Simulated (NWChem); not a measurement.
**Correlation energy of P**

```
P
```
Charge 0, spin multiplicity 4.

The numbers come from NWChem runs, not from measurements.

Basis set: cc-pVQZ. Each correlation energy counts from its own Hartree-Fock reference.

The correlated methods keep 5 core orbitals frozen. No SCF solution was tested for a lower state. Open-shell Hartree-Fock references start from PBE0 orbitals. Coupled-cluster values serve here as a point of comparison, not as the truth.

For the correlation energy, URI-MP2 gives -88.9 mHa and UMP2 gives -88.9 mHa. What do SCS-UMP2, CCSD on UHF, CCSD[T] on UHF give?

SCS-UMP2: -86.1 mHa; CCSD on UHF: -104.7 mHa; CCSD[T] on UHF: -109.2 mHa.
